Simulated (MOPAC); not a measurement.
MOPAC input (AM1):

```
AM1 1SCF UHF MS=0.5 GEO-OK AUX(PRECISION=9) THREADS=1
C4H9

C     0.76790855 1    1.82364016 1   -0.04391624 1
C     0.62963155 1    0.35318691 1    0.11098407 1
C    -0.69356052 1   -0.31211522 1   -0.02058613 1
C    -0.62001186 1   -1.83764647 1   -0.04651647 1
H     1.81220535 1    2.13398295 1   -0.09839861 1
H    -1.61297326 1   -2.28227293 1   -0.13047803 1
H     0.31242600 1    2.36960137 1    0.79757930 1
H     0.25812005 1    2.18196566 1   -0.94536723 1
H    -0.15856476 1   -2.22048302 1    0.86655326 1
H    -0.02182378 1   -2.18418515 1   -0.89153036 1
H     1.45672822 1   -0.21521369 1    0.52070677 1
H    -1.19731332 1    0.05244074 1   -0.92589008 1
H    -1.35261093 1    0.00177164 1    0.80703374 1
```

From the last part of the output:

```
                                                       MOPAC v23.2.5 Linux

          FINAL HEAT OF FORMATION =          0.43912 KCAL/MOL =       1.83726 KJ/MOL

          COSMO AREA              =        114.66 SQUARE ANGSTROMS
          COSMO VOLUME            =         98.72 CUBIC ANGSTROMS

          IONIZATION POTENTIAL    =          8.883388 EV
          ALPHA SOMO LUMO (EV)    =         -8.883  3.812
          BETA  SOMO LUMO (EV)    =        -11.690  1.210
          NO. OF ALPHA ELECTRONS  =         13
          NO. OF BETA  ELECTRONS  =         12
          MOLECULAR WEIGHT        =         57.1151         POINT GROUP:  C1

          MOLECULAR DIMENSIONS (Angstroms)

            Atom       Atom       Distance
            H     6    H     5     5.58893
            H    10    H     7     3.02721
            H     8    H     9     2.83486

          SCF CALCULATIONS        =          1

   ATOM   CHEMICAL          X               Y               Z
  NUMBER   SYMBOL      (ANGSTROMS)     (ANGSTROMS)     (ANGSTROMS)

     1       C          0.76790855  *   1.82364016  *  -0.04391624  *
     2       C          0.62963155  *   0.35318691  *   0.11098407  *
     3       C         -0.69356052  *  -0.31211522  *  -0.02058613  *
     4       C         -0.62001186  *  -1.83764647  *  -0.04651647  *
     5       H          1.81220535  *   2.13398295  *  -0.09839861  *
     6       H         -1.61297326  *  -2.28227293  *  -0.13047803  *
     7       H          0.31242600  *   2.36960137  *   0.79757930  *
     8       H          0.25812005  *   2.18196566  *  -0.94536723  *
     9       H         -0.15856476  *  -2.22048302  *   0.86655326  *
    10       H         -0.02182378  *  -2.18418515  *  -0.89153036  *
    11       H          1.45672822  *  -0.21521369  *   0.52070677  *
    12       H         -1.19731332  *   0.05244074  *  -0.92589008  *
    13       H         -1.35261093  *   0.00177164  *   0.80703374  *

                             CARTESIAN COORDINATES

   1    C        0.767908550     1.823640160    -0.043916240
   2    C        0.629631550     0.353186910     0.110984070
   3    C       -0.693560520    -0.312115220    -0.020586130
   4    C       -0.620011860    -1.837646470    -0.046516470
   5    H        1.812205350     2.133982950    -0.098398610
   6    H       -1.612973260    -2.282272930    -0.130478030
   7    H        0.312426000     2.369601370     0.797579300
   8    H        0.258120050     2.181965660    -0.945367230
   9    H       -0.158564760    -2.220483020     0.866553260
  10    H       -0.021823780    -2.184185150    -0.891530360
  11    H        1.456728220    -0.215213690     0.520706770
  12    H       -1.197313320     0.052440740    -0.925890080
  13    H       -1.352610930     0.001771640     0.807033740

           Empirical Formula: C4 H9  =    13 atoms

      MOLECULAR POINT GROUP   :   C1

          ALPHA EIGENVALUES
 -35.81752 -31.07166 -24.94645 -21.25478 -15.56179 -14.94844 -14.87525 -13.77968
 -12.85640 -12.38190 -11.97079 -11.80878  -8.88339   3.81219   4.13695   4.26424
   4.42049   4.56605   4.63302   4.98711   5.04454   5.09463   5.25513   5.37742
   5.59069

           BETA EIGENVALUES
 -35.34737 -30.89882 -24.76136 -20.54032 -15.29170 -14.77413 -14.75780 -13.51585
 -12.81330 -12.29229 -11.83748 -11.68965   1.20956   4.04770   4.24896   4.46940
   4.55435   4.71927   4.80415   5.09361   5.14778   5.27030   5.29726   5.63010
   5.83322

              NET ATOMIC CHARGES AND DIPOLE CONTRIBUTIONS

  ATOM NO.   TYPE          CHARGE      No. of ELECS.   s-Pop       p-Pop
    1          C          -0.178698        4.1787     1.20412     2.97458
    2          C          -0.226059        4.2261     1.27177     2.95429
    3          C          -0.126957        4.1270     1.20101     2.92594
    4          C          -0.203876        4.2039     1.21571     2.98817
    5          H           0.076860        0.9231     0.92314
    6          H           0.071199        0.9288     0.92880
    7          H           0.078751        0.9212     0.92125
    8          H           0.077223        0.9228     0.92278
    9          H           0.070164        0.9298     0.92984
   10          H           0.073458        0.9265     0.92654
   11          H           0.121617        0.8784     0.87838
   12          H           0.082904        0.9171     0.91710
   13          H           0.083413        0.9166     0.91659
 DIPOLE           X         Y         Z       TOTAL
 POINT-CHG.    -0.210     0.131     0.082     0.261
 HYBRID        -0.028     0.035     0.093     0.103
 SUM           -0.238     0.166     0.174     0.338

          ATOMIC ORBITAL ELECTRON POPULATIONS

     Atom    s        px        py        pz
    1  C   1.20412   1.01931   0.93743   1.01785
    2  C   1.27177   0.97143   0.94960   1.03325
    3  C   1.20101   0.95580   0.94889   1.02126
    4  C   1.21571   1.01797   0.94843   1.02177
    5  H   0.92314
    6  H   0.92880
    7  H   0.92125
    8  H   0.92278
    9  H   0.92984
   10  H   0.92654
   11  H   0.87838
   12  H   0.91710
   13  H   0.91659

                    (SZ)    =    0.500000
                    (S**2)  =    0.762166

          ATOMIC ORBITAL SPIN POPULATIONS

    Atom   Total    s     px     py     pz
         Atomic
    1  C -0.0947 -0.010 -0.010 -0.051 -0.024
    2  C  1.0757  0.065  0.108  0.078  0.824
    3  C -0.0933 -0.010 -0.047 -0.013 -0.023
    4  C  0.0101  0.001  0.002  0.006  0.001
    5  H  0.0081  0.008
    6  H -0.0026 -0.003
    7  H  0.0522  0.052
    8  H  0.0247  0.025
    9  H -0.0010 -0.001
   10  H -0.0013 -0.001
   11  H -0.0543 -0.054
   12  H  0.0264  0.026
   13  H  0.0501  0.050

 **********************
 *                    *
 * JOB ENDED NORMALLY *
 *                    *
 **********************

 == MOPAC DONE ==
```
